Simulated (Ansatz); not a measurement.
Li₂Si₂O₅ (Ccc2, No. 37) was calculated with PBEsol in Ansatz (PAW).

Numerical settings: plane-wave cutoff 500 eV, 8×8×8 k mesh, gaussian smearing 0.02 eV, scalar-relativistic PAW data made under PBE.

Cell (relaxed at this level):

```
Li2O5Si2
1.0
    2.91336    -7.33569     0.00000
    2.91336     7.33569     0.00000
    0.00000     0.00000     4.79143
Li Si O
4 4 10
Cartesian
  0.88620   0.84235   2.85735
  4.94052  -0.84235   2.85735
  4.94052   0.84235   0.46163
  0.88620  -0.84235   0.46163
  2.00479   2.16711   0.44830
  3.82192  -2.16711   0.44830
  3.82192   2.16711   2.84402
  2.00479  -2.16711   2.84402
  4.84725   1.04217   2.38966
  0.97947  -1.04217   2.38966
  0.97947   1.04217   4.78537
  4.84725  -1.04217   4.78537
  1.45668  -3.66784   2.56409
  1.45668   3.66784   0.16838
  2.36155  -2.01051   4.45657
  3.46517   2.01051   4.45657
  3.46517  -2.01051   2.06086
  2.36155   2.01051   2.06086
```

Problem. Give the computed band gap.

Solution. 
- band gap = 5.21 eV (on the SCF k mesh)

Note: the relaxation could not lower the start's symmetry, so the cell can be a saddle point above a distorted one.

Computed values are for the static lattice.

The result took about 18 core-minutes (a rough figure).

Ansatz is an electronic-structure program.
